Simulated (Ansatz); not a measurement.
System: SiCl₃, net charge 0, doublet state. It need not be the lowest isomer of its formula. 
Structure (B3LYP-D3(BJ)/def2-TZVP (Ansatz, a first-principles code) minimum search):
```
Si
Cl 1 2.0584
Cl 1 2.0584 2 109.38
Cl 1 2.0584 2 109.38 3 -119.78
```
Charge 0, spin multiplicity 2.

Computed values are from Ansatz. Valence correlation only, unless marked. Open shells are spin-unrestricted. No spin-orbit coupling. No relativistic terms. CBS(X,Y): correlation extrapolated as X^-3; Hartree-Fock from the larger set. The bracket is a focal-point correction in the basis named.

atomisation energy De: 275.1 kcal/mol at RI-MP2/CBS(cc-pV(T+d)Z,cc-pV(Q+d)Z)+[CCSD(T)-MP2]/cc-pV(T+d)Z
total energy: -1668.4993 Eh at RI-MP2/CBS(cc-pV(T+d)Z,cc-pV(Q+d)Z)+[CCSD(T)-MP2]/cc-pV(T+d)Z
dipole moment: 0.69 D at wB97M-V/def2-TZVPD
T1 diagnostic: 0.012 at CCSD/cc-pwCVTZ
